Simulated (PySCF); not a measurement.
CH3O3S (charge -1).
Atom-mapped SMILES: `[CH3:1][S:2](=[O:3])(=[O:4])[O-:5]` (hydrogens: H6, H7, H8 on C1)

The geometry is computed with GFN2-xTB (gas phase).

Q: What internal coordinates does the optimisation give?

A: 
```json
{"bond": "C1–S2", "length (Å)": "1.844"}
{"bond": "S2=O3, S2=O4, S2–O5", "length (Å)": "1.463"}
{"bond": "C1–H6, C1–H7, C1–H8", "length (Å)": "1.081"}
```

Bonds in one row agree within 0.01 Å and their mean is given. A selection of angles:
```json
{"angle": "S2–C1–H6", "degrees": "107.8"}
{"angle": "H6–C1–H7", "degrees": "111.2"}
{"angle": "C1–S2–O3", "degrees": "104.6"}
{"angle": "C1–S2–O4", "degrees": "104.4"}
{"angle": "O3–S2–O4", "degrees": "114.0"}
```

S2 (sulfonyl sulfur) is distorted tetrahedral (angles from 104.4° to 114.0°). All 3 O–S bonds measure 1.463 Å.

Point group: C3v (every atom within 0.08 Å of its image). Stationary, but not proved a minimum.
